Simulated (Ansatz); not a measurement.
# HOSi: the cost of one run

Computed with Ansatz 0.2.0 (the levels named in each step, unless a step's input says otherwise).

**1. The system as given**

Bond lengths: O1–Si2 1.529 Å, O1–H3 0.969 Å. Angles: Si2–O1–H3 180.0°.

As a file:

```xyz
3

O     0.0000    0.0000   -0.1866
Si    0.0000    0.0000    1.3420
H     0.0000    0.0000   -1.1554
```

**2. A rough first relaxation, PBE-D4/def2-SVP**

This run stands in another session on the same molecule. It ended at:

```xyz
3

O     0.0000    0.0000   -0.1988
Si    0.0000    0.0000    1.3768
H     0.0000    0.0000   -1.1780
```

**3. Relaxation, PBE0-D4/def2-TZVPP**

This run stands in another session on the same molecule. It ended at:

```xyz
3

O     0.0000    0.0000   -0.1916
Si    0.0000    0.0000    1.3462
H     0.0000    0.0000   -1.1545
```

**4. Relaxation, CCSD(T)/cc-pV(T+d)Z**

Contents of input.yaml:

```yaml
crystal:
  periodic: [false, false, false]
  atoms:
    - { symbol: O, position_ang: [0.0, 0.0, -0.19164407] }
    - { symbol: Si, position_ang: [0.0, 0.0, 1.34616455] }
    - { symbol: H, position_ang: [0.0, 0.0, -1.15451048] }
total_charge: 1
basis:
  gaussian: { orbitals: "cc-pV(T+d)Z.json" }
correlation:
  method: ccsd_t
relax:
  f_tol: 0.002
  max_steps: 40
```

Launch:

```console
> ansatz run input.yaml --threads 2 --pin off --max-ram 5120MiB --backend cpu --events-out ev --progress --plain --runs-dir out
```

**Question.** How long does this run take on 2 threads of Intel Xeon Platinum 8488C (Sapphire Rapids), shared host, and how much memory does it need?

About 9.6 s, with a peak of 0.32 GiB.
